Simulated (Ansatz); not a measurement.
Two isomers of C4H7F: A = `C/C=C(/C)F`, B = `CC(C)=CF`.

Computed with Ansatz on PBE0-D4/def2-TZVP structures; ΔE is electronic, products minus reactants. CCSD(T)/CBS adds triple-zeta CCSD(T) − MP2 to the extrapolated MP2 energy (def2 sets, frozen cores). DFT in def2-TZVPP. B3LYP here is the variant with VWN-RPA as its local correlation; programs differ in this.

A:

```xyz
12

C     1.1566    0.2129   -1.5611
C     0.4992    0.4264   -0.2425
C    -0.4490   -0.3379    0.2773
C    -1.1450   -0.1876    1.5753
F    -0.8926   -1.4157   -0.4082
H     2.2367    0.0818   -1.4444
H     0.7598   -0.6673   -2.0662
H     1.0114    1.0772   -2.2164
H     0.8107    1.2749    0.3570
H    -0.7731    0.6856    2.1100
H    -0.9925   -1.0743    2.1971
H    -2.2222   -0.0761    1.4222
```

B:

```xyz
12

C    -0.2868   -0.8269    1.0950
C    -0.0177    0.1768    0.0239
C     0.4213   -0.3328   -1.3100
C    -0.1532    1.4794    0.2143
F    -0.5442    2.0028    1.3887
H    -0.5994   -0.3560    2.0258
H     0.6082   -1.4258    1.2926
H    -1.0696   -1.5241    0.7789
H     1.3492   -0.9071   -1.2204
H     0.5912    0.4773   -2.0214
H    -0.3296   -1.0068   -1.7349
H     0.0306    2.2431   -0.5325
```

(1) Which is lower in electronic energy at CCSD(T)/CBS, and by how much? (An estimate is asked.)

(2) Give E(B) − E(A) in kJ/mol with B3LYP, HF/def2-TZVPP, PBE-D4, B3LYP-D4, PBE0-D4, B2PLYP, CCSD(T)/def2-TZVPP. (Estimate.)

Largest T1 diagnostic: 0.011.

Answers

(1) Ansatz gave: A, by 11.3 kJ/mol.

(2) The calculation gave: B3LYP 14.1, HF/def2-TZVPP 14.6, PBE-D4 12.3, B3LYP-D4 12.5, PBE0-D4 12.7, B2PLYP 13.0, CCSD(T)/def2-TZVPP 11.1. None reverses the order clearly.

In def2-TZVPP, CCSD(T) changes the Hartree–Fock value by −3.5 kJ/mol (the triples alone add −0.5 kJ/mol) and MP2 by −3.8 kJ/mol.
